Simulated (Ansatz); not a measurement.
Two isomers of C4H6O2: A = `C=CC(=O)OC`, B = `COC1C=CO1`.

Program: Ansatz. Geometries: PBE0-D4/def2-TZVP. ΔE: electronic, gas phase. CBS: MP2 limit from def2 TZ/QZ plus the TZ coupled-cluster correction, frozen cores. Functionals use def2-TZVPP. B3LYP here is the variant with VWN-RPA as its local correlation; programs differ in this. Each species was taken in one conformer, which may not be the lowest.

(1) Which is lower in electronic energy at CCSD(T)/CBS, and by how much? (An estimate is asked.)

(2) Give E(B) − E(A) in kcal/mol with B3LYP, HF/def2-TZVPP, CCSD(T)/def2-TZVPP, PBE0-D4, PBE-D4, MP2/def2-TZVPP, B2PLYP. (Best estimate.)

Largest T1 diagnostic: 0.015.

Results:

(1) Computed: A, by 44.9 kcal/mol.

(2) Ansatz gave: B3LYP 48.5, HF/def2-TZVPP 52.7, CCSD(T)/def2-TZVPP 45.4, PBE0-D4 43.5, PBE-D4 43.8, MP2/def2-TZVPP 44.7, B2PLYP 47.7. None reverses the order clearly.

In def2-TZVPP, CCSD(T) changes the Hartree–Fock value by −7.3 kcal/mol (the triples alone add −0.3 kcal/mol) and MP2 by −8.0 kcal/mol.
